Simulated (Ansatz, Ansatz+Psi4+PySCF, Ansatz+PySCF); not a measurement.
```tsv
atom	x (Å)	y (Å)	z (Å)
C	0.0000	0.0000	0.0967
H	0.0000	0.9370	-0.3243
H	0.0000	-0.9370	-0.3243
```

Basis set: cc-pVTZ (spherical functions). Left uncorrelated: 1 orbital. Charge 0, multiplicity 3.

Computed with Ansatz (development build ahead of 0.2.0); each method stands on the lowest determinant of its kind that the runs found.

The atomization energy at this shape (free ground-state atoms in the same class of orbitals less the molecule, no zero-point energy) of triplet CH2:

| method | atomization energy |
| --- | --- |
| UHF-CCSD(T) | 770.7 kJ/mol |
| UHF-MP2 | 772.1 kJ/mol |

Task: What does ROHF give?

Result: 639.2 kJ/mol.
